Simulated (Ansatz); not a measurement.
**C8H18: vertical ionisation energy**

The task here is to estimate one member of a computed series from the others.

Method: unrestricted cation, the program's frozen cores in correlated methods; program: Ansatz 0.2.0, Gaussian basis.

Levels to be run: UKS PBE-D4/def2-TZVPP; UKS r2SCAN-D4/def2-TZVPP; UKS PBE0-D4/def2-TZVPP; UKS B3LYP-D4/def2-TZVPP; UKS wB97X-V/def2-TZVPP; UKS wB97M-V/def2-TZVPP; UKS B2PLYP/def2-TZVPP; UHF-CCSD(T)/def2-TZVPP; UHF-MP2/def2-QZVPP; extrapolation to the limit; then −ε(HOMO) from the neutral's earlier runs with LDA (SPW92), PBE-D4, revPBE-D4, BLYP-D4, r2SCAN-D4, B97M-V, PBE0-D4, B3LYP-D4, r2SCANh-D4, r2SCAN0-D4, HSE06-D4, BHLYP-D4, CAM-B3LYP-D4, LC-ωPBE, ωB97X-V, ωB97M-V.

**Structure used throughout**

The geometry comes from an earlier relaxation with PBE0-D4 in a triple-zeta def2 set; it is a stationary point, not always the lowest conformer.

SMILES `CCCC(C)(C)CC`, 26 atoms, charge 0, spin multiplicity 1.

Atoms are counted from 1 here; the program's logs count them from 0.

Bond lengths: C1–C2 1.520 Å, C1–H9 1.094 Å, C1–H10 1.092 Å, C1–H11 1.094 Å, C2–C3 1.520 Å, C2–H12 1.095 Å, C2–H13 1.095 Å, C3–C4 1.536 Å, C3–H14 1.098 Å, C3–H15 1.097 Å, C4–C5 1.527 Å, C4–C6 1.527 Å, C4–C7 1.537 Å, C5–H16 1.093 Å, C5–H17 1.094 Å, C5–H18 1.094 Å, C6–H19 1.094 Å, C6–H20 1.093 Å and more. Angles: C2–C1–H9 111.1°, C2–C1–H10 111.7°, C2–C1–H11 111.1°, H9–C1–H10 107.7°, H9–C1–H11 107.4°, H10–C1–H11 107.7°, C1–C2–C3 112.0°, C1–C2–H12 109.2°, C1–C2–H13 109.3°, C3–C2–H12 109.9°, C3–C2–H13 110.0°, H12–C2–H13 106.1°, C2–C3–C4 116.8°, C2–C3–H14 108.7°, C2–C3–H15 108.6°, C4–C3–H14 107.8°, C4–C3–H15 108.8°, H14–C3–H15 105.4° and more.

Set-up of the first run:

Input file in.yaml:

```yaml
crystal:
  periodic: [false, false, false]
  atoms:
    - {symbol: C, position_ang: [-0.914479, -2.611179, -1.423115]}
    - {symbol: C, position_ang: [-0.562624, -1.142115, -1.258849]}
    - {symbol: C, position_ang: [0.226558, -0.883504, 0.014690]}
    - {symbol: C, position_ang: [0.664681, 0.564692, 0.276648]}
    - {symbol: C, position_ang: [1.378652, 0.605979, 1.625900]}
    - {symbol: C, position_ang: [1.647059, 1.024300, -0.798221]}
    - {symbol: C, position_ang: [-0.528322, 1.533258, 0.278022]}
    - {symbol: C, position_ang: [-1.656566, 1.205914, 1.241611]}
    - {symbol: H, position_ang: [-1.516131, -2.968063, -0.582167]}
    - {symbol: H, position_ang: [-1.483902, -2.789603, -2.338235]}
    - {symbol: H, position_ang: [-0.013160, -3.229297, -1.466085]}
    - {symbol: H, position_ang: [-1.483286, -0.549243, -1.254606]}
    - {symbol: H, position_ang: [0.010296, -0.808017, -2.129703]}
    - {symbol: H, position_ang: [1.127464, -1.510518, 0.004644]}
    - {symbol: H, position_ang: [-0.363632, -1.234181, 0.869875]}
    - {symbol: H, position_ang: [0.735738, 0.254629, 2.436434]}
    - {symbol: H, position_ang: [1.703229, 1.622417, 1.867524]}
    - {symbol: H, position_ang: [2.265891, -0.033480, 1.610957]}
    - {symbol: H, position_ang: [2.511975, 0.356526, -0.851141]}
    - {symbol: H, position_ang: [1.182888, 1.054737, -1.786826]}
    - {symbol: H, position_ang: [2.015141, 2.030446, -0.577543]}
    - {symbol: H, position_ang: [-0.931729, 1.592810, -0.738590]}
    - {symbol: H, position_ang: [-0.143127, 2.535224, 0.501373]}
    - {symbol: H, position_ang: [-1.311704, 1.168185, 2.277452]}
    - {symbol: H, position_ang: [-2.439302, 1.966105, 1.187662]}
    - {symbol: H, position_ang: [-2.121589, 0.243966, 1.012259]}
basis:
  gaussian: {orbitals: def2-TZVPP}
total_charge: 1
magnetization: {spin_polarized: true, initial_magnetization: 1}
hamiltonian: {xc: pbe, dispersion: d4}
```

Steps of the session up to this table: Cation, UKS PBE-D4/def2-TZVPP; Cation, UKS r2SCAN-D4/def2-TZVPP; Cation, UKS PBE0-D4/def2-TZVPP; Cation, UKS B3LYP-D4/def2-TZVPP; Cation, UKS wB97X-V/def2-TZVPP; Cation, UKS wB97M-V/def2-TZVPP; Cation, UKS B2PLYP (frozen core)/def2-TZVPP; Cation, UHF-CCSD(T)/def2-TZVPP; Cation, UHF-MP2/def2-QZVPP.

One of the session's tables, all rows but one given; the rest of the session is left out.

It belongs to the step «Ionisation energies side by side». Orbital estimates, from the neutral's runs:

```
  functional  −ε(HOMO) (eV)
 LDA (SPW92)           7.26
      PBE-D4           7.18
   revPBE-D4           7.13
     BLYP-D4           7.10
   r2SCAN-D4           7.43
      B97M-V           7.60
     PBE0-D4           8.49
    B3LYP-D4           8.31
  r2SCANh-D4              ?
  r2SCAN0-D4           8.66
    HSE06-D4           8.09
    BHLYP-D4           9.77
CAM-B3LYP-D4           9.90
     LC-ωPBE          11.20
     ωB97X-V          10.89
     ωB97M-V          10.78
```

Q: Estimate the row for r2SCANh-D4 from the others.

Worked estimate for «−ε(HOMO) (eV)». Against the share of exact exchange, r2SCAN-D4 (0, 7.43), r2SCAN0-D4 (0.25, 8.66) give a slope of 4.92 per unit share; at 0.1 the line stands at 7.92.

The run gave: −ε(HOMO) (eV): 7.92. In «−ε(HOMO) (eV)» the line misses by 0.00.

To keep in mind: The cation may have settled in a state other than its lowest; no search over hole states beyond the program's own was made.
